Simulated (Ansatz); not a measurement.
# How methods fare on atomization energies

Ansatz 0.2.0, basis 6-31G; geometries are PBE0/def2-TZVP minima. Wave-function levels freeze the cores with the filled d shells of p-block atoms; HF, MP2 and coupled cluster are restricted for singlets and unrestricted otherwise, atoms included (their steps beyond CCSDT(Q) come from restricted open-shell runs), restricted open-shell where a d shell is frozen. The reference is full CI, exact within the basis. An error is the level's value less the reference. None of these values is a measured one. Energies are electronic, without zero-point terms. No spin–orbit coupling and no scalar relativity. The set is small: it underbinds, by tens of kJ/mol for each bond, so near ties and functionals' places can change in larger sets. The species are chosen: bound, without strong static correlation by their natural occupations or amplitudes, in their lowest spin state as far as vertical gaps and like structures tell, and with a ladder that closes on the reference, so errors are smaller than for species at large; levels whose determinant breaks symmetry or spin markedly are left out.

```json
{"species": "AsH3, singlet (As–H 1.522, angles at As 92°)", "quantity": "atomization", "reference": "full CI", "value (kJ/mol)": "710.2", "error CCSD": "-2.6", "error CCSD(T)": "-0.6", "error CCSDT": "-0.2", "error CCSDT(Q)": "0.0", "error CCSDTQ": "0.0"}
{"species": "SiO, singlet (O–Si 1.509)", "quantity": "atomization", "reference": "full CI", "value (kJ/mol)": "557.4", "error CCSD": "-26.8", "error CCSD(T)": "-3.3", "error CCSDT": "-2.8", "error CCSDT(Q)": "0.7", "error CCSDTQ": "0.1"}
{"species": "HAlO, singlet (O–Al 1.594, Al–H 1.568, angle at Al 180°)", "quantity": "atomization", "reference": "full CI", "value (kJ/mol)": "601.0", "error CCSD": "-30.0", "error CCSD(T)": "-4.0", "error CCSDT": "-2.3", "error CCSDT(Q)": "2.1", "error CCSDTQ": "0.8"}
{"species": "HAl–PH, singlet (Al–P 2.131, Al–H 1.583, P–H 1.451, angles at P 75°, angles at Al 177°)", "quantity": "atomization", "reference": "full CI", "value (kJ/mol)": "582.5", "error CCSD": "-13.1", "error CCSD(T)": "-2.8", "error CCSDT": "-0.6", "error CCSDT(Q)": "0.1", "error CCSDTQ": "0.0"}
{"species": "HBCl, doublet (B–Cl 1.710, B–H 1.193, angle at B 124°)", "quantity": "atomization", "reference": "full CI", "value (kJ/mol)": "621.8", "error CCSD": "-5.9", "error CCSD(T)": "-0.7", "error CCSDT": "0.2", "error CCSDT(Q)": "0.1", "error CCSDTQ": "0.1"}
{"species": "Al–CH2, doublet (C–Al 1.971, C–H 1.094, angles at C 110/125°)", "quantity": "atomization", "reference": "full CI", "value (kJ/mol)": "988.7", "error CCSD": "-6.2", "error CCSD(T)": "-1.4", "error CCSDT": "-0.6", "error CCSDT(Q)": "-0.1", "error CCSDTQ": "0.0"}
{"species": "Si–CH2, singlet (C–Si 1.702, C–H 1.090, angles at C 113/123°)", "quantity": "atomization", "reference": "full CI", "value (kJ/mol)": "1115.1", "error CCSD": "-13.8", "error CCSD(T)": "-2.2", "error CCSDT": "-1.5", "error CCSDT(Q)": "-0.1", "error CCSDTQ": "-0.1"}
{"species": "GeH3, doublet (Ge–H 1.539, angles at Ge 111°)", "quantity": "atomization", "reference": "full CI", "value (kJ/mol)": "715.3", "error CCSD": "-2.8", "error CCSD(T)": "-0.8", "error CCSDT": "-0.1", "error CCSDT(Q)": "0.0", "error CCSDTQ": "0.0"}
```

| level | mean absolute error (kJ/mol) | mean signed error | largest error |
| --- | --- | --- | --- |
| CCSDTQ | 0.1 | 0.1 | 0.8 (HAlO) |
| CCSDT(Q) | 0.4 | 0.3 | 2.1 (HAlO) |
| CCSDT | 1.0 | -1.0 | -2.8 (SiO) |
| CCSD(T) | 2.0 | -2.0 | -4.0 (HAlO) |
| CCSD | 12.6 | -12.6 | -30.0 (HAlO) |

Errors of one sign throughout: CCSD (too low), CCSD(T) (too low).
